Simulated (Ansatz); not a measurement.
**Al₂H₂ (singlet): the correlation ladder at scale of all distances = 0.889, 6-31G**

Aim: climb from Hartree-Fock through coupled cluster and multireference methods for Al₂H₂ (singlet) at one geometry and basis, and see what each rung misses.

Method: 6-31G, core rule «outside noble gas», up to 10 orbitals frozen; program: Ansatz 0.2.0, Gaussian basis.

To be run: UHF; CCSD(T) on RHF; CCSD(T) on UHF; BCCD(T) on RHF; CISD; CCSDT(Q) on RHF; CCSDT(Q) on UHF; CISDTQ; CCSDTQ on RHF; CASSCF and MRCISD+Q, 2 electrons in 2 orbitals; CASSCF and NEVPT2, 2 electrons in 2 orbitals; CASSCF and MRCISD+Q, 8 electrons in 10 orbitals; CASSCF and NEVPT2, 8 electrons in 10 orbitals; Full CI.

8 further runs of the same task are left out: 6 that didn't finish, 2 set aside as unsound or not needed.

**1. The system**

The geometry derives from a PBE0/def2-TZVP stationary point (not a proven minimum). All distances are scaled together.

4 atoms, charge 0, spin multiplicity 1.

Atoms are counted from 1 here; the program's logs count them from 0.

Bond lengths: Al1–Al2 2.342 Å, Al1–H3 1.442 Å, Al2–H4 1.442 Å. Angles: Al2–Al1–H3 120.2°, Al1–Al2–H4 120.2°.

**2. UHF**

File in.yaml:

```yaml
crystal:
  periodic: [false, false, false]
  atoms:
    - {symbol: Al, position_ang: [0.000000, -0.136465, 1.163158]}
    - {symbol: Al, position_ang: [0.000000, 0.136465, -1.163158]}
    - {symbol: H, position_ang: [0.000000, 1.016925, 2.029157]}
    - {symbol: H, position_ang: [0.000000, -1.016925, -2.029157]}
basis:
  gaussian: {orbitals: 6-31G}
magnetization: {spin_polarized: true, initial_magnetization: 0}
hamiltonian: {xc: hf}
output: {orbitals: {seedname: orbitals}}
```

Run with:

```
$ ansatz run in.yaml --threads 1 --pin off --events-out ev --progress --plain --max-ram 2393MiB
```

Further steps of the session: CCSD(T) on RHF; CCSD(T) on UHF; BCCD(T) on RHF; CISD; CCSDT(Q) on RHF; CCSDT(Q) on UHF; CISDTQ; CCSDTQ on RHF; CASSCF and MRCISD+Q, 2 electrons in 2 orbitals; CASSCF and NEVPT2, 2 electrons in 2 orbitals; CASSCF and MRCISD+Q, 8 electrons in 10 orbitals; CASSCF and NEVPT2, 8 electrons in 10 orbitals; Full CI.

**Question.** What will the summary of the whole plan be? Wanted: FCI below the RHF energy; RMP2 from FCI; RCCSD from FCI; RCCSD(T) from FCI; RCCSDT(Q) from FCI; NEVPT2 pair from FCI; MRCISD+Q pair from FCI; NEVPT2 valence from FCI; T1 diagnostic.

As calculated:

```
                         quantity                                                                                                   value
         FCI below the RHF energy                                                                                              -2.7331 eV
                    RMP2 from FCI                                                                                         +20.57 kcal/mol
                   RCCSD from FCI                                                                                          +2.27 kcal/mol
                RCCSD(T) from FCI                                                                                          +0.73 kcal/mol
               RCCSDT(Q) from FCI                                                                                          +0.04 kcal/mol
             NEVPT2 pair from FCI                                                                                         +14.34 kcal/mol
           MRCISD+Q pair from FCI                                                                                          +0.44 kcal/mol
          NEVPT2 valence from FCI                                                                                          +4.20 kcal/mol
levels within 1 kcal/mol (43 meV)  RCCSD(T), BCCD(T), RCCSDT, CISDTQ, RCCSDT(Q), RCCSDTQ, MRCISD+Q pair, MRCISD valence, MRCISD+Q valence
                    T1 diagnostic                                                                                                   0.027
   effectively unpaired electrons                                                                                                    0.27
```

In words: RCCSD(T) misses by +0.73 kcal/mol, 1.2 % of the correlation energy. The occupations show some static correlation. Of the multireference levels listed MRCISD+Q valence comes nearest in total energy (+0.22 kcal/mol), which doesn't show that its space is the better one. These misses are within one basis, not against nature.
